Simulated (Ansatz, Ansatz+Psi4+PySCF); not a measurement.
```xyz
2

B     0.0000    0.0000   -1.0865
Al    0.0000    0.0000    1.0865
```

Basis set: cc-pVTZ on B; cc-pV(T+d)Z on Al (spherical functions). Correlated methods keep 6 orbitals frozen. Charge 0, multiplicity 3.

Computed with Ansatz (development build ahead of 0.2.0); the reference of a correlated method needn't be the lowest determinant of its kind.

Q: Give the atomization energy at this shape (free ground-state atoms in the same class of orbitals less the molecule, no zero-point energy) of triplet AlB by UHF-BCCD(T), UHF-CCSD(T).

A:

```
     method  atomization energy
UHF-BCCD(T)             1.78 eV
UHF-CCSD(T)             1.77 eV
```

Caution: the reference determinant was not shown to be the lowest.
